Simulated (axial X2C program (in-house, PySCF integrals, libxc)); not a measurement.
# All-electron X2C curves of FLi

What are the state, bond length, wavenumber and bond energy of FLi, and what does spin–orbit coupling change?

Computed with an in-house X2C program for linear molecules on PySCF integrals. Level: all-electron X2C, F dyall-av3z, Li dyall-cv3z.

All values are calculated.

### Step 1. Input

task.json

```json
{"zs": [9, 3], "q": 0, "bas": ["dyall-av3z", "dyall-cv3z"], "levels": ["PBE0", "HF", "r2SCAN0"], "cc": true, "r0": 1.97, "thr": -2.0, "nmax": 90, "npts": 10, "nst": 2, "ntry": 6}
```

Keys: zs atomic numbers; q charge; bas basis sets; levels methods (HF also brings MP2); cc coupled cluster on or off; r0 starting distance in Å; thr threshold in hartree for freezing inner shells (an s shell follows its p shell); nmax most natural virtual spinors; npts points asked for on the curve; nst determinants followed; ntry starts of the search.

The run is started by

```console
$ python so2c.py task.json out
```

Spin-free means the one-electron spin-free X2C Hamiltonian; two-component (2c) means X2C with spin–orbit coupling and atomic mean-field two-electron Coulomb and Gaunt terms. Basis: F dyall-av3z contracted to [7s6p3d2f], Li dyall-cv3z contracted to [7s8p2d]; Gaussian nuclei, density fitting. Masses: F 18.998 u, Li 7.016 u.

Notation: σ, π±, δ± give the projection m of an orbital's angular momentum (0, ±1, ±2), α and β its spin, Λ and M_S the sums; ω is the projection of a spinor's total angular momentum and Ω the sum. Logs are in hartree.

The results follow Hamiltonian by Hamiltonian and level by level.

### Step 2. Search for the lowest determinant

PBE0 moves the distance from 1.970 Å to 1.564 Å and compares determinants there.

Spin-free determinants:

```json
{"ΔE (eV)": "0.00", "state": "M_S = 0, Λ = 0", "open shells": "closed shell"}
{"ΔE (eV)": "6.57", "state": "M_S = 1, Λ = 1", "open shells": "beyond closed shells: σα, π+α, π+β, π-α"}
{"ΔE (eV)": "6.59", "state": "M_S = 0, Λ = 1", "open shells": "beyond closed shells: σα, π+α, π+β, π-β"}
{"ΔE (eV)": "6.80", "state": "M_S = 1, Λ = 0", "open shells": "beyond closed shells: 2 × σα"}
{"ΔE (eV)": "8.15", "state": "M_S = 1, Λ = 2", "open shells": "beyond closed shells: 2 × π+α, π+β, π-α"}
```

Two-component determinants:

```tsv
ΔE (eV)	state	open shells
0.00	Ω = 0	closed shell
6.55	Ω = 2	excess of +ω over −ω: ω = 1/2, ω = 3/2
6.58	Ω = 1	excess of +ω over −ω: ω = -1/2, ω = 3/2
6.61	Ω = 1	excess of +ω over −ω: 2 × ω = 1/2
8.13	Ω = 3	excess of +ω over −ω: 2 × ω = 3/2
```

### Step 3. PBE0, spin-free

State followed: M_S = 0, Λ = 0 (closed shell). The scan is laid around 1.564 Å, a first estimate of the minimum, and this SCF restarts from the orbitals of the search.

The SCF at the reference distance of 1.564 Å:

```text
spin-free X2C-1e  PBE0
basis functions 95  fitting functions 460  grid points 4354
iter        total energy     max residual
   1       -107.447463984     2.21e-06
   2       -107.447463984     1.55e-06
converged
one-electron -169.41441598  Coulomb 65.16274165  exact exchange -2.98900979  xc functional -9.34219207  nuclear repulsion 9.13541221
```

Along the bond, energies from the lowest point:

| R (Å) | E (eV) | μ (D) | HOMO (eV) | LUMO (eV) | iterations |
| --- | --- | --- | --- | --- | --- |
| 1.361 | 0.4540 | 5.34 | -8.57 | -0.88 | 11 |
| 1.423 | 0.1901 | 5.61 | -8.36 | -0.93 | 9 |
| 1.470 | 0.0754 | 5.81 | -8.21 | -0.96 | 8 |
| 1.517 | 0.0161 | 6.02 | -8.07 | -1.00 | 8 |
| 1.564 | 0.0000 | 6.22 | -7.94 | -1.04 | 2 |
| 1.619 | 0.0239 | 6.45 | -7.79 | -1.08 | 8 |
| 1.673 | 0.0826 | 6.69 | -7.65 | -1.13 | 8 |
| 1.744 | 0.1952 | 6.99 | -7.47 | -1.19 | 8 |
| 1.830 | 0.3706 | 7.37 | -7.27 | -1.27 | 9 |
| 1.955 | 0.6673 | 7.92 | -7.00 | -1.39 | 10 |

Dipoles are positive if Li is the positive end.

Outer orbitals at the reference distance:

| symmetry | occupied | ε (eV) | atomic character |
| --- | --- | --- | --- |
| σα | yes | -27.98 | 88% F s, 6% Li p, 3% Li d |
| σα | yes | -8.35 | 93% F p, 5% Li p |
| π+α | yes | -7.94 | 94% F p, 4% Li p, 2% Li d |
| π-α | yes | -7.94 | 94% F p, 4% Li p, 2% Li d |
| σα | no | -1.04 | 72% Li s, 21% Li p, 4% F p |
| π+α | no | 0.39 | 96% Li p, 3% F p |
| π-α | no | 0.39 | 96% Li p, 3% F p |
| σα | no | 0.72 | 92% Li p, 6% Li s |

PBE0 fields in the half plane through the axis: z from -2.4 to 3.9 Å across, distance from the axis 0.15 to 2.25 Å upwards; F lies at z = 0 and Li at z = 1.564 Å; the ELF is damped to zero where the density is low.

log10 density (e/bohr³). Ten even steps from '0' (-6.64 ) to '9' (0.67 ):
```
1122333444433332211000
1223344444444333221100
2233445555554443321100
2334455666555443322100
3344556666665554332110
3345567777766665432110
3445677888777776543210
3445678999878987543211
```

ELF. Ten even steps from '0' (0.00 ) to '9' (1.00 ):
```
0000000000000000000000
0000000000000000000000
0000000111111000000000
0000012233321000000000
0000124555430000000000
0001246777630000000000
0001367888720998000000
0001468727817999300000
```

Re = 1.561 Å, ωe = 912 cm⁻¹, ωexe = 8.28 cm⁻¹, Be = 1.351 cm⁻¹, De = 5.70 eV, μ = 6.20 D.

### Step 4. HF, spin-free

The SCF at the reference distance of 1.564 Å:

```text
spin-free X2C-1e  HF
basis functions 95  fitting functions 460  grid points 4354
iter        total energy     max residual
   1       -107.072301273     8.30e-02
   2       -107.079829616     6.76e-03
   3       -107.080016558     3.59e-03
   4       -107.080065422     1.14e-03
   5       -107.080066533     7.98e-05
   6       -107.080066604     3.42e-05
   7       -107.080066608     7.06e-06
   8       -107.080066608     9.27e-07
converged
one-electron -169.63035061  Coulomb 65.43160968  exact exchange -12.01673789  xc functional 0.00000000  nuclear repulsion 9.13541221
```

Re = 1.554 Å, ωe = 941 cm⁻¹, ωexe = 8.32 cm⁻¹, Be = 1.362 cm⁻¹, De = 3.91 eV, μ = 6.41 D.

### Step 5. r2SCAN0, spin-free

The SCF at the reference distance of 1.564 Å:

```text
spin-free X2C-1e  r2SCAN0
basis functions 95  fitting functions 460  grid points 4354
iter        total energy     max residual
   1       -107.499397775     3.33e-02
   2       -107.499927358     5.58e-03
   3       -107.500024322     6.44e-03
   4       -107.500102310     4.07e-04
   5       -107.500102532     3.36e-05
   6       -107.500102535     2.82e-06
converged
one-electron -169.51626617  Coulomb 65.28560131  exact exchange -2.99516733  xc functional -9.40968255  nuclear repulsion 9.13541221
```

Re = 1.559 Å, ωe = 919 cm⁻¹, ωexe = 8.3 cm⁻¹, Be = 1.353 cm⁻¹, De = 5.62 eV, μ = 6.27 D.

### Step 6. Correlated methods, spin-free

Correlated methods: 8 electrons correlated (frozen shells, counted by type: F 1 s; Li 1 s), 170 virtual spinors in MP2, 82 natural virtuals in coupled cluster.

Output of the correlated part at 1.564 Å:

```text
correlated 8  virtual 170  natural virtual 82  E(MP2) -0.293241284  MP2 remainder -0.001530599
iter   CCSD correlation   residual
   1     -0.281483013   8.51e-02
   2     -0.286937276   3.01e-02
   3     -0.288220532   7.83e-03
   4     -0.288143449   1.57e-03
   5     -0.288148900   3.60e-04
   6     -0.288147062   5.71e-05
   7     -0.288147250   1.37e-05
   8     -0.288147293   3.26e-06
   9     -0.288147259   6.23e-07
  10     -0.288147271   1.28e-07
(T) -0.008991998  T1 0.0165  D1 0.0207  max T2 0.040
```

T1 in the output is the amplitude norm over the root of the electron number; divide by √2 for the Lee–Taylor value.

MP2: Re = 1.586 Å, ωe = 879 cm⁻¹, Be = 1.307 cm⁻¹, De = 6.13 eV.

CCSD: Re = 1.577 Å, ωe = 899 cm⁻¹, ωexe = 7.89 cm⁻¹, Be = 1.324 cm⁻¹, De = 5.72 eV. T1 at Re = 0.012 (Lee–Taylor, the printed value over √2).

CCSD(T): Re = 1.581 Å, ωe = 889 cm⁻¹, ωexe = 7.86 cm⁻¹, Be = 1.316 cm⁻¹, De = 5.85 eV. T1 at Re = 0.012 (Lee–Taylor, the printed value over √2).

### Step 7. The spin-free curves together

Energy (eV) of the followed determinant, spin-free, from each level's lowest point:

| R (Å) | PBE0 | HF | MP2 | CCSD | CCSD(T) | r2SCAN0 |
| --- | --- | --- | --- | --- | --- | --- |
| 1.361 | 0.454 | 0.446 | 0.557 | n/a | n/a | 0.454 |
| 1.423 | 0.190 | 0.181 | 0.256 | 0.234 | 0.244 | 0.189 |
| 1.470 | 0.075 | 0.068 | 0.117 | 0.103 | 0.109 | 0.074 |
| 1.517 | 0.016 | 0.011 | 0.036 | 0.029 | 0.032 | 0.015 |
| 1.564 | 0.000 | 0.000 | 0.000 | 0.000 | 0.000 | 0.000 |
| 1.619 | 0.024 | 0.030 | 0.003 | 0.011 | 0.008 | 0.025 |
| 1.673 | 0.083 | 0.097 | 0.044 | 0.060 | 0.052 | 0.085 |
| 1.744 | 0.195 | 0.220 | 0.137 | 0.162 | 0.150 | 0.200 |
| 1.830 | 0.371 | 0.409 | 0.291 | n/a | n/a | 0.378 |
| 1.955 | 0.667 | 0.725 | 0.565 | n/a | n/a | 0.679 |

### Step 8. PBE0, 2c

State followed: Ω = 0 (closed shell). The scan is laid around 1.564 Å, a first estimate of the minimum, and this SCF restarts from the orbitals of the search.

The SCF at the reference distance of 1.564 Å:

```text
two-component X2C + atomic mean field  PBE0
basis functions 95  fitting functions 460  grid points 4354
iter        total energy     max residual
   1       -107.440346477     1.45e-05
   2       -107.440346478     4.40e-06
converged
one-electron -169.39409726  Coulomb 65.15530211  exact exchange -2.98871151  xc functional -9.34126010  nuclear repulsion 9.13541221  atomic mean-field constant -0.00699192
```

Along the bond, energies from the lowest point:

| R (Å) | E (eV) | μ (D) | HOMO (eV) | LUMO (eV) | iterations |
| --- | --- | --- | --- | --- | --- |
| 1.361 | 0.4546 | 5.34 | -8.55 | -0.88 | 11 |
| 1.423 | 0.1905 | 5.61 | -8.34 | -0.93 | 9 |
| 1.470 | 0.0756 | 5.81 | -8.20 | -0.96 | 9 |
| 1.517 | 0.0162 | 6.01 | -8.05 | -1.00 | 8 |
| 1.564 | 0.0000 | 6.22 | -7.92 | -1.04 | 2 |
| 1.619 | 0.0238 | 6.45 | -7.77 | -1.08 | 8 |
| 1.673 | 0.0824 | 6.69 | -7.63 | -1.13 | 8 |
| 1.744 | 0.1949 | 6.99 | -7.46 | -1.19 | 8 |
| 1.830 | 0.3702 | 7.37 | -7.26 | -1.26 | 9 |
| 1.955 | 0.6668 | 7.92 | -6.99 | -1.39 | 10 |

Dipoles are positive if Li is the positive end.

Outer spinors at the reference distance:

```json
{"ω": "1/2", "occupied": "yes", "ε (eV)": "-27.99", "atomic character": "88% F s, 6% Li p, 3% Li d", "λ mixture": "100% σ"}
{"ω": "1/2", "occupied": "yes", "ε (eV)": "-8.35", "atomic character": "93% F p, 5% Li p", "λ mixture": "100% σ"}
{"ω": "1/2", "occupied": "yes", "ε (eV)": "-7.95", "atomic character": "94% F p, 4% Li p, 2% Li d", "λ mixture": "100% π"}
{"ω": "3/2", "occupied": "yes", "ε (eV)": "-7.92", "atomic character": "94% F p, 4% Li p, 2% Li d", "λ mixture": "100% π"}
{"ω": "1/2", "occupied": "no", "ε (eV)": "-1.04", "atomic character": "72% Li s, 21% Li p, 4% F p", "λ mixture": "100% σ"}
{"ω": "1/2", "occupied": "no", "ε (eV)": "0.39", "atomic character": "96% Li p, 3% F p", "λ mixture": "100% π"}
{"ω": "3/2", "occupied": "no", "ε (eV)": "0.40", "atomic character": "96% Li p, 3% F p", "λ mixture": "100% π"}
{"ω": "1/2", "occupied": "no", "ε (eV)": "0.72", "atomic character": "92% Li p, 6% Li s", "λ mixture": "100% σ"}
```

PBE0 fields in the half plane through the axis: z from -2.4 to 3.9 Å across, distance from the axis 0.15 to 2.25 Å upwards; F lies at z = 0 and Li at z = 1.564 Å; the ELF is damped to zero where the density is low.

log10 density (e/bohr³). Ten even steps from '0' (-6.65 ) to '9' (0.67 ):
```
1222333444433332211000
1223344444444333221100
2233445555554443321100
2334455666555443322100
3344556666665554332110
3345567777766665432110
3445677888777776543210
3445678999878987543211
```

ELF. Ten even steps from ' ' (0.00 ) to '@' (1.00 ):
```
                                            
                                            
              ............                  
          ..::::------::..                  
        ..::==++++++==--                    
      ..::==**######**--                    
      ..--**##%%%%%%##::  @@@@%%            
      ..==**%%##::##%%..##@@@@@@--          
```

Re = 1.561 Å, ωe = 912 cm⁻¹, ωexe = 8.28 cm⁻¹, Be = 1.35 cm⁻¹, De = 5.70 eV, μ = 6.20 D.

### Step 9. HF, 2c

The SCF at the reference distance of 1.564 Å:

```text
two-component X2C + atomic mean field  HF
basis functions 95  fitting functions 460  grid points 4354
iter        total energy     max residual
   1       -107.065220922     8.30e-02
   2       -107.072747987     6.77e-03
   3       -107.072934955     3.59e-03
   4       -107.072983954     1.13e-03
   5       -107.072985061     8.10e-05
   6       -107.072985131     3.43e-05
   7       -107.072985136     7.08e-06
   8       -107.072985136     9.22e-07
converged
one-electron -169.61014414  Coulomb 65.42429703  exact exchange -12.01555831  xc functional 0.00000000  nuclear repulsion 9.13541221  atomic mean-field constant -0.00699192
```

Re = 1.554 Å, ωe = 941 cm⁻¹, ωexe = 8.32 cm⁻¹, Be = 1.362 cm⁻¹, De = 3.89 eV, μ = 6.41 D.

### Step 10. r2SCAN0, 2c

Output at 1.564 Å:

```text
two-component X2C + atomic mean field  r2SCAN0
basis functions 95  fitting functions 460  grid points 4354
iter        total energy     max residual
   1       -107.492278814     3.33e-02
   2       -107.492808159     5.58e-03
   3       -107.492905646     6.44e-03
   4       -107.492983559     4.08e-04
   5       -107.492983783     3.37e-05
   6       -107.492983785     2.66e-06
converged
one-electron -169.49603574  Coulomb 65.27826461  exact exchange -2.99487263  xc functional -9.40876031  nuclear repulsion 9.13541221  atomic mean-field constant -0.00699192
```

Re = 1.559 Å, ωe = 919 cm⁻¹, ωexe = 8.29 cm⁻¹, Be = 1.353 cm⁻¹, De = 5.61 eV, μ = 6.27 D.

### Step 11. MP2 and beyond, 2c

Correlated methods: 8 electrons correlated (frozen shells, counted by type: F 1 s; Li 1 s), 170 virtual spinors in MP2, 82 natural virtuals in coupled cluster.

Output of the correlated part at 1.564 Å:

```text
correlated 8  virtual 170  natural virtual 82  E(MP2) -0.293207311  MP2 remainder -0.001531178
iter   CCSD correlation   residual
   1     -0.281457341   8.51e-02
   2     -0.286909989   3.01e-02
   3     -0.288193143   7.84e-03
   4     -0.288116062   1.57e-03
   5     -0.288121510   3.60e-04
   6     -0.288119674   5.72e-05
   7     -0.288119862   1.37e-05
   8     -0.288119905   3.26e-06
   9     -0.288119871   6.23e-07
  10     -0.288119882   1.28e-07
(T) -0.008991814  T1 0.0165  D1 0.0207  max T2 0.040
```

MP2: Re = 1.587 Å, ωe = 879 cm⁻¹, Be = 1.307 cm⁻¹, De = 6.12 eV.

CCSD: Re = 1.577 Å, ωe = 899 cm⁻¹, ωexe = 7.88 cm⁻¹, Be = 1.323 cm⁻¹, De = 5.71 eV. T1 at Re = 0.012 (Lee–Taylor, the printed value over √2).

CCSD(T): Re = 1.581 Å, ωe = 889 cm⁻¹, ωexe = 7.86 cm⁻¹, Be = 1.316 cm⁻¹, De = 5.83 eV. T1 at Re = 0.012 (Lee–Taylor, the printed value over √2).

### Step 12. The 2c curves together

Energy (eV) of the followed determinant, 2c, from each level's lowest point:

| R (Å) | PBE0 | HF | MP2 | CCSD | CCSD(T) | r2SCAN0 |
| --- | --- | --- | --- | --- | --- | --- |
| 1.361 | 0.455 | 0.447 | 0.558 | n/a | n/a | 0.454 |
| 1.423 | 0.190 | 0.181 | 0.256 | 0.235 | 0.245 | 0.189 |
| 1.470 | 0.076 | 0.068 | 0.117 | 0.103 | 0.109 | 0.074 |
| 1.517 | 0.016 | 0.012 | 0.036 | 0.029 | 0.032 | 0.015 |
| 1.564 | 0.000 | 0.000 | 0.000 | 0.000 | 0.000 | 0.000 |
| 1.619 | 0.024 | 0.030 | 0.003 | 0.011 | 0.008 | 0.025 |
| 1.673 | 0.082 | 0.096 | 0.044 | 0.060 | 0.052 | 0.085 |
| 1.744 | 0.195 | 0.219 | 0.136 | 0.161 | 0.149 | 0.200 |
| 1.830 | 0.370 | 0.408 | 0.291 | n/a | n/a | 0.378 |
| 1.955 | 0.667 | 0.725 | 0.564 | n/a | n/a | 0.678 |

The whole job took 37 s on 1 thread of Arm Neoverse V1, shared host; peak memory 0.4 GiB.

### Step 13. What came out

Lowest determinant that the search found at its distance, spin-free: M_S = 0, Λ = 0 (closed shell).

Lowest determinant that the search found at its distance, 2c: Ω = 0 (closed shell).

```tsv
Hamiltonian	level	Re (Å)	ωe (cm⁻¹)	De (eV)	μ (D)
spin-free	PBE0	1.561	912	5.70	6.20
spin-free	HF	1.554	941	3.91	6.41
spin-free	MP2	1.586	879	6.13	n/a
spin-free	CCSD	1.577	899	5.72	n/a
spin-free	CCSD(T)	1.581	889	5.85	n/a
spin-free	r2SCAN0	1.559	919	5.62	6.27
2c	PBE0	1.561	912	5.70	6.20
2c	HF	1.554	941	3.89	6.41
2c	MP2	1.587	879	6.12	n/a
2c	CCSD	1.577	899	5.71	n/a
2c	CCSD(T)	1.581	889	5.83	n/a
2c	r2SCAN0	1.559	919	5.61	6.27
```

Dipoles are positive if Li is the positive end.

Time per point (s) on 1 thread of Arm Neoverse V1, shared host (2c runs; CCSD comes with the CCSD(T) run); the times are rough: PBE0 0.12, HF 0.047, MP2 0.09, CCSD(T) 1.3, r2SCAN0 0.21.

At CCSD(T), going from spin-free to two-component changes Re by 0 mÅ, ωe by 0.0 %; the spin-free picture holds up (part of it comes from the scalar share of the two-electron terms). De moves by -0.02 eV; both De rest on single-determinant atoms, which can miss part of an open shell's spin–orbit lowering.

De refers to F + Li, each in the lowest determinant found, which need not be this curve's own limit. The state is a single determinant with fixed occupations, the lowest that a limited PBE0 search found. Closed shells are restricted here (equal orbitals for both partners), which fails at long range if the bond breaks into open shells. De is counted from the lowest determinant-based energies of the atoms at the same level, without counterpoise correction. CCSD and (T) use frozen natural virtuals with an MP2 correction for the truncation. The meta-GGAs lack a current-density term, which matters for open shells with orbital currents, atoms included.
